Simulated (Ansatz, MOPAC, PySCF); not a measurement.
Species: methylsilane, CH6Si (charge 0, singlet). SMILES: C[SiH3]
Structure (B3LYP-D3(BJ)/def2-TZVP (Ansatz, a program for electronic structure) minimum search):
```xyz
8

C      0.0034    -0.0064    -1.2421
Si    -0.0017     0.0033     0.6340
H      0.0118    -1.0282    -1.6256
H     -0.8824     0.4951    -1.6359
H      0.8840     0.5079    -1.6311
H     -0.0132     1.3943     1.1492
H     -1.2005    -0.6969     1.1567
H      1.2042    -0.6795     1.1632
```

Unscaled harmonic wavenumbers (cm⁻¹) in rising order, each level at the stationary point that it reaches from this structure (no distance between atoms moves by over 0.3 Å); the order of modes can differ between levels, and a negative number is imaginary. B3LYP-D3(BJ)/def2-TZVP (PySCF, at the structure above): 199, 523, 523, 695, 888, 889, 950, 963, 963, 1294, 1464, 1464, 2220, 2220, 2220, 3035, 3107, 3107.

AM1 (MOPAC): 100, 510, 510, 676, 803, 826, 826, 863, 863, 1374, 1390, 1390, 2242, 2242, 2248, 3066, 3066, 3170. Zero-point energy 37.4 against 38.2 kcal/mol; where all levels lie over 400 cm⁻¹, the wavenumbers are on average 0.966 times those of B3LYP-D3(BJ)/def2-TZVP.

PM6 (MOPAC): 134, 507, 507, 767, 767, 773, 906, 906, 927, 1210, 1210, 1235, 2104, 2124, 2124, 2680, 2680, 2763. Zero-point energy 34.8 against 38.2 kcal/mol; where all levels lie over 400 cm⁻¹, the wavenumbers are on average 0.926 times those of B3LYP-D3(BJ)/def2-TZVP.

HF/6-31G* (Ansatz): 193, 562, 562, 724, 971, 971, 1040, 1045, 1045, 1454, 1607, 1607, 2362, 2362, 2374, 3197, 3268, 3268. Zero-point energy 40.9 against 38.2 kcal/mol; where all levels lie over 400 cm⁻¹, the wavenumbers are on average 1.077 times those of B3LYP-D3(BJ)/def2-TZVP.
